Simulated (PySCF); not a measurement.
Isomers of C2H2O. Gas-phase values, no solvent. Strings in code marks are SMILES.

Computed with B3LYP-D3(BJ)/def2-TZVP (PySCF). All candidates: neutral, multiplicity 1. B3LYP has the VWN-RPA correlation part, as in Gaussian. 

The LUMO is -0.03 eV and the HOMO–LUMO gap is 7.04 eV. The dipole moment is 1.75 D.

Name which member has these values.
A. `C=C=O`
B. `C#CO`
C. `C1=CO1`

B, `C#CO`. The others give `C=C=O`: -1.23 eV, 5.68 eV, 1.47 D; `C1=CO1`: -0.67 eV, 5.00 eV, 2.45 D
